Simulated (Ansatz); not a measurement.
We consider Sb2O3 (Pccn, No. 56), described by rVV10 in Ansatz (PAW).

Run with plane-wave cutoff 520 eV, 8×6×4 k mesh (along the axes of the cell as run), Fermi–Dirac smearing 0.01 eV, scalar-relativistic PAW data made under PBE.

On both sides of the equilibrium volume: at 16.910 Å³/atom the pressure is 0.64 GPa and the direct gap at Γ 1.928 eV; at 17.601 Å³/atom they are -0.54 GPa and 2.134 eV. The fitted bulk modulus is 29.5 GPa.

Task: Work out the volume deformation potential of this gap and its pressure coefficient, in two ways.

Result: a_V = dE_g/d ln V = (2.134 − 1.928)/ln(17.601/16.910) = 5.14 eV. Since dP = −B d ln V, dE_g/dP = −a_V/B = -174 meV/GPa. Straight from the pressures: (1.928 − 2.134)/(0.64 − (-0.54)) = -175 meV/GPa. At this level and over this range the gap at Γ narrows under pressure.

Spin–orbit coupling is not included.

Note: the relaxation could not lower the start's symmetry, so the cell can be a saddle point above a distorted one; the bulk modulus comes from volumes at which shape and atoms were relaxed.

Ansatz is a quantum-chemistry and plane-wave program.
